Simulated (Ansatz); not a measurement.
# CHN (singlet): from Hartree-Fock to the top rungs, 6-31G

An exercise on one series of results from a longer session: the logs are not shown, and one member is left open.

Method: 6-31G, core rule «outside noble gas», up to 2 orbitals frozen; program: Ansatz 0.2.0, Gaussian basis.

Plan: UHF; CCSD(T) on RHF; BCCD(T) on RHF; CISD; CCSDT(Q) on RHF; CISDTQ; CCSDTQ on RHF; CASSCF and MRCISD+Q, 10 electrons in 9 orbitals; CASSCF and MRCISD+Q(relaxed), 10 electrons in 9 orbitals; CASSCF and NEVPT2, 10 electrons in 9 orbitals; Full CI.

12 further runs of the same task are left out: 5 that didn't finish, 7 set aside as unsound or not needed.

### What is computed

The geometry is a PBE0/def2-TZVP stationary point (not a proven minimum).

3 atoms, charge 0, spin multiplicity 1.

Atoms are counted from 1 here; the program's logs count them from 0.

Bond lengths: N1–C2 1.146 Å, C2–H3 1.069 Å. Angles: N1–C2–H3 180.0°.

Set-up of the first run:

The input, in.yaml:

```yaml
crystal:
  periodic: [false, false, false]
  atoms:
    - {symbol: N, position_ang: [0.000000, 0.000000, 1.119979]}
    - {symbol: C, position_ang: [0.000000, 0.000000, -0.025627]}
    - {symbol: H, position_ang: [0.000000, 0.000000, -1.094352]}
basis:
  gaussian: {orbitals: 6-31G}
magnetization: {spin_polarized: true, initial_magnetization: 0}
hamiltonian: {xc: hf}
output: {orbitals: {seedname: orbitals}}
```

The run is started by

```bash
$ ansatz run in.yaml --threads 1 --pin off --events-out ev --progress --plain --max-ram 2393MiB
```

Among the steps run: UHF; CCSD(T) on RHF; BCCD(T) on RHF; CISD; CCSDT(Q) on RHF; CISDTQ; CCSDTQ on RHF; CASSCF and MRCISD+Q, 10 electrons in 9 orbitals; CASSCF and MRCISD+Q(relaxed), 10 electrons in 9 orbitals; CASSCF and NEVPT2, 10 electrons in 9 orbitals; Full CI.

One of the session's tables, all rows but one given; the rest of the session is left out.

It belongs to the step «Misses and costs». 

```
                   method  from FCI (meV)
                      RHF         +5994.7
                     RMP2          +283.8
                     CISD          +636.3
                    RCCSD          +223.7
                 RCCSD(T)           +39.9
                  BCCD(T)           +40.5
                   RCCSDT           +39.3
                   CISDTQ           +38.8
                RCCSDT(Q)               ?
                  RCCSDTQ            +4.2
           CASSCF valence         +1711.1
           NEVPT2 valence          +405.2
           MRCISD valence           +55.1
         MRCISD+Q valence           +13.7
MRCISD+Q(relaxed) valence            +2.9
                      FCI               0
```

Estimate the missing values for RCCSDT(Q).

**Answer.** from FCI (meV): -0.5. In the column «from FCI (meV)» it is the lowest.

With the free atoms at the same levels and basis (separate runs), the atomisation energy is 11.318 eV at FCI, 11.280 eV at RCCSD(T), 7.266 eV at RHF.
